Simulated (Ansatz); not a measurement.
Species: CH4N, charge 0, doublet. CH4N (SMILES [CH2]N, doublet).
B3LYP-D3(BJ)/def2-TZVP minimum from Ansatz (a quantum-chemistry and plane-wave program):
```xyz
6

C      0.1231     0.7206    -0.0043
N     -0.0884    -0.6546     0.0035
H     -0.4969    -1.0305     0.8459
H     -0.5248    -1.0357    -0.8225
H      0.4664     1.1652     0.9184
H      0.4354     1.1594    -0.9407
```
Charge 0, spin multiplicity 2.

Total energies in aug-cc-pVDZ, 13 correlated electrons, 2 frozen orbitals. Open shells are spin-unrestricted; no spin-orbit coupling. Cores are frozen in correlated methods. No relativity.

| method | program | energy (Eh) | minus CCSDT(Q) (mEh) |
|---|---|---|---|
| HF | Ansatz | -94.60908 | 351.74 |
| MP2 | Ansatz | -94.92110 | 39.72 |
| CCSD | Ansatz | -94.94941 | 11.41 |
| CCSD(T) | Ansatz | -94.95952 | 1.30 |
| CCSDT(Q) | Ansatz | -94.96082 | 0.00 |
